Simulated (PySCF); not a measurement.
Species: CFCl3.
SMILES: `FC(Cl)(Cl)Cl`

The closed-shell ground state was solved at several levels (PySCF, density fitting, gas phase, non-relativistic). Geometry: GFN2-xTB; no solvent, vibrations or thermal averaging.

```tsv
level	basis functions	HOMO (eV)	LUMO (eV)	gap (eV)	dipole (D)
OPBE/pcSseg-2	201	-7.80	-2.34	5.46	0.23
LDA/pcSseg-2	201	-7.90	-2.61	5.29	0.36
B97-D/pcSseg-2	201	-7.76	-2.39	5.37	0.30
B3LYP/pcSseg-2	201	-8.94	-1.62	7.32	0.41
PW91/pcSseg-0	57	-7.92	-2.31	5.61	0.22
```

**Question.** What might KT2/pcSseg-2 (201 basis functions) give for the same quantities?

**Answer.** HOMO -7.87 eV, LUMO -2.63 eV, gap 5.24 eV, dipole 0.33 D.

**Question.** Over all these levels, which gives the widest orbital gap and which the narrowest?

**Answer.** B3LYP/pcSseg-2 (global hybrid, 20 % exact exchange) has the widest, 7.32 eV, and KT2/pcSseg-2 (GGA) the narrowest, 5.24 eV. The two share the basis. From the narrowest to the widest the HOMO moves by -1.07 eV and the LUMO by +1.01 eV.

**Question.** How far do the dipole and the HOMO energy spread over the levels?

**Answer.** The dipole runs from 0.22 to 0.41 D (mean 0.31 D) and the HOMO from -8.94 to -7.76 eV.
